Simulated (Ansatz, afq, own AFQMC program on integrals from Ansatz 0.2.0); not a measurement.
Where AFQMC and coupled cluster stand for SiH₄, triplet

```tsv
atom	x (Å)	y (Å)	z (Å)
Si	0.0000	0.0000	0.0000
H	-0.0101	0.9473	0.9407
H	-0.0144	-0.9408	0.9472
H	0.0144	0.9408	-0.9472
H	0.0101	-0.9473	-0.9407
```

Basis 6-31G. Noble-gas cores (and the filled d shells of Ga–Kr and In–Xe) are frozen. Ansatz 0.2.0 and our own AFQMC program on the same integrals; the CISD trial comes from CCSD amplitudes, and released means the phaseless constraint is let go. Free projection: walkers drawn from exp(T), propagated without any constraint. Its projection time is finite, and what remains of the start isn't in its error. ± is one standard error of the sampling.

Determinant: UHF, the one that the program's search chose, which needn't be the lowest solution. The geometry is a point of a scan.

Full CI is exact in this basis; its frozen core comes from its own orbitals, which moves totals by up to a few meV.

Cautions: lower spins were not checked; full CI with its own frozen core.

```
T1 diagnostic                               : 0.0082
weight of the determinant in the CISD state : 0.944
⟨S²⟩ of the determinant                     : 2.015
size of the correlated space                : 8 electrons in 16 orbitals
```

```tsv
level	correlation energy (eV)
MP2	-1.4734
CCSD	-2.1143
CCSD(T)	-2.1390
```

Estimate where AFQMC with the constraint released lies against CCSD(T) on the same integrals.

0.8 ± 0.09 kJ/mol below CCSD(T).

Reference: full CI, correlation energy -2.148 eV. The released energy is read at 1.50 1/Eh (meV from the phaseless value at times in 1/Eh: -0.8 ± 1.5 at 0.24, -1.6 ± 1.2 at 0.50, -2.1 ± 0.9 at 1.00, -2.6 ± 0.9 at 1.50). CCSDTQ lies 0.1 meV above full CI, in part by the other frozen core, which shifts every row alike, so rows that close can't be ranked against it.

```
         level  E − E(reference) (kJ/mol)  share of correlation (%)
       CCSD(T)                        0.9                     99.56
         CCSDT                        0.0                    100.01
      CCSDT(Q)                        0.0                    100.01
        CCSDTQ                        0.0                    100.00
 ph-AFQMC/CISD                  0.4 ± 0.1                     99.81
released AFQMC                 0.1 ± 0.09                     99.93
    free AFQMC                 -0.2 ± 0.2                    100.09
```

CCSDT and higher add their correlation energy to the determinant of the CCSD(T) run, since their own runs factorise the integrals more tightly (a shift of under 2 meV). Free projections are given only where their last times agree within the noise and don't stop above the reference; a slow remainder of the start can still hide under it. A walk keeps the symmetry of its determinant, which the program's search chose and which needn't be the lowest solution, so a lower state of the same spin and another symmetry isn't excluded. Released energies are given only where the last usable release times agree within the noise; a slower fall can still hide under it.
